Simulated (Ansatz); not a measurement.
Trigonal Se was calculated with G0W0@HSE06 in Ansatz (hard PAW, contour deformation).

The same calculation (at the measured cell, 27.260 Å³/atom) with different numerical settings; throughout: k mesh 3×3×2:

| run | response cutoff (eV) | empty bands | quasiparticle gap on the mesh (eV) | quasiparticle gap at Γ (eV) | rough time |
|---|---|---|---|---|---|
| 1 | 100 | 341 | 2.396 | 3.616 | 2 core-min |
| 2 | 150 | 627 | 2.411 | 3.621 | 10 core-min |
| 3 | 200 | 965 | 2.416 | 3.623 | 20 core-min |
| 4 | 250 | 1349 | 2.418 | 3.624 | 40 core-min |
| 5 | 300 | 1773 | 2.418 | 3.623 | 80 core-min |

In the column quasiparticle gap on the mesh (eV) the first row differs from the last by -0.022 and the next to last by 0.000.

The last row is no converged limit: other settings stay fixed.

Spin–orbit coupling is not included.

Note: GW on a hybrid start was not checked against another program.

Ansatz is a program for electronic structure.
